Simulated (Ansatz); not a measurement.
Reaction (SMILES): OCl (OH-Cl) → HClO+ (doublet, bonded as OCl) + e-
B3LYP-D3(BJ)/def2-TZVP geometries, fixed; electronic energies without zero-point terms.
Largest species:
```
O
H 1 0.9686
Cl 1 1.7015 2 103.27
```
Charge 0, spin multiplicity 1.

Basis-set convergence of the adiabatic ionisation energy at PBE with Ansatz (a first-principles code). All functions are spherical. The program fits the integrals of some runs and decomposes those of others, by size. Open shells are unrestricted. No added dispersion term, no relativity. Functions are those of the species that has most. Reference: the value in pcseg-4, 10.754 eV, itself unsure by roughly 0.005 eV (its mean distance from aug-pcseg-3, aug-cc-pV(Q+d)Z, cc-pV(5+d)Z). Deviations are taken from unrounded values.

```
basis        functions
-----------  ---------
pcseg-0             24
pcseg-1             37
aug-pcseg-1         59
pcseg-2             78
aug-pcseg-2        119
pcseg-3            157
aug-pcseg-3        223
pcseg-4            267
```

Task: Which is the smallest pcseg set listed that can be trusted to 0.1 eV here, that is, within that of the reference together with its larger relatives (same family, alike in diffuse functions; a set with none to test it counts only in the reference's own line)?

Result: The smallest set listed that lies within 0.1 eV of the reference with all its larger relatives (same family, alike in diffuse functions; a set with none counts only in the reference's own line) is pcseg-2 (78 functions, 0.033 eV off). Value minus reference: pcseg-0 0.575, pcseg-1 0.129, aug-pcseg-1 0.179, pcseg-2 0.033, aug-pcseg-2 0.034, pcseg-3 0.000, aug-pcseg-3 0.002, pcseg-4 0.000 eV.
